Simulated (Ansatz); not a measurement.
## Structure relaxation of BeI

Computed with DFT PBE, scalar-relativistic, plane waves, PAW (Ansatz 0.2.0). Cutoff 420 eV, Γ-centred k mesh, Gaussian smearing, no spin polarisation in the final step.

The start puts BeI on the zinc blende structure type (F-43m, No. 216), with Be in place of Zn, I in place of S, at a guessed volume.

```yaml
crystal:
  lattice:
    - [0.00000, 3.03557, 3.03557]
    - [3.03557, 0.00000, 3.03557]
    - [3.03557, 3.03557, 0.00000]
  atoms:
    - { symbol: Be, position: [0.00000, 0.00000, 0.00000] }
    - { symbol: I, position: [0.75000, 0.75000, 0.75000] }
```

Cell and atoms relax at zero pressure; the relaxation can't lower the symmetry of the start.

Energies over the elements count from the elements' standard structures at the same level, with no empirical corrections.

**Question.** What does it relax into?

**Answer.** It keeps F-43m (No. 216). The result has the zinc blende structure. Conventional cell: a = 6.041 Å. Be has 4 I at 2.62 Å; I is coordinated by 4 Be at 2.62 Å.

Space group F-43m (No. 216). a = 6.041 Å, b = 6.041 Å, c = 6.041 Å, α = 90.00°, β = 90.00°, γ = 90.00°
```
atom site symmetry x y z
  Be    4a      -43m  0.0000  0.0000  0.0000
   I    4d      -43m  0.2500  0.2500  0.7500
```

**Question.** What are its volume, energy, density and gap?

**Answer.** The volume per atom is 27.56 Å³. The density is 4.09 g/cm³, the energy over the elements is 0.84 eV/atom and the gap on the 16×16×16 mesh is 0 eV (a metal).

The final run used a 16×16×16 mesh on its 2-atom cell and 0.10 eV smearing. For metals, differences of a few meV/atom aren't resolved. Spin–orbit coupling is left out. A structure relaxed within its symmetry needn't be a true minimum. The steps took roughly 50 core-seconds in all.

Cost: 2 runs of about 0.81 core-minutes in all, on Intel Xeon Platinum 8375C (Ice Lake) (shared hosts).